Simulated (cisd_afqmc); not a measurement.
Input (AFQMC/CISD/aug-cc-pVTZ; cisd_afqmc is a phaseless AFQMC code with CISD trial states that reads the integrals written by Ansatz):

Ansatz 0.2 input:
```python
import cisd_afqmc

open("ham.yaml", "w").write("""\
crystal:
  periodic: [false, false, false]
  atoms:
    - {symbol: C, position_ang: [-0.00000000, -0.00000000, -0.73925479]}
    - {symbol: N, position_ang: [0.00000000, 0.00000000, 0.43008221]}
    - {symbol: H, position_ang: [0.00000000, 0.00000000, 1.42495321]}
basis:
  gaussian:
    orbitals: aug-cc-pVTZ
magnetization: {spin_polarized: false}
correlation: {method: ccsd, electrons: outside_noble_gas, hamiltonian_folder: ham}
""")
rep = cisd_afqmc.ansatz("ham.yaml")
e_ccsd = rep["correlation"]["coupled_cluster"]["energy"]["hartree"]
out = cisd_afqmc.run("ham", e_ccsd, trial="CISD", walkers=1000, populations=1, threads=12, dt=0.005, steps=40, early=24, settle=10, least=100,
    cut=5e-5, rank_cut=2e-4, target=0.0004, seconds=1000, seed=4, memory=62639, gpu=True)
```

Output:

```
orbitals 113, occupied [5], factors 525 of 678, rank of the doubles 202 of 540
E(HF) = -92.893447
E(CCSD) on the cut factors = -93.239502, shift to the whole factors -0.000003
Energy of the trial state on the determinant = -93.239491
  tau behind 7.2 of longer steps, mean of the populations' last blocks
   2.0  -93.26040
   4.0  -93.25627
   6.0  -93.25734
   8.0  -93.25786
  10.0  -93.25818
  12.0  -93.25865
  14.0  -93.25631
  16.0  -93.25697
  18.0  -93.25832
  20.0  -93.25878
  22.0  -93.25966
blocks 100 (0 outliers left out), error by blocks joined: 1: 0.00019, 2: 0.00023, 4: 0.00028, 8: 0.00040
E(AFQMC/CISD) = -93.25783 +/- 0.00040
```

The error still grows at the longest joins of blocks, or few joins were possible, so the printed bar may be too narrow.
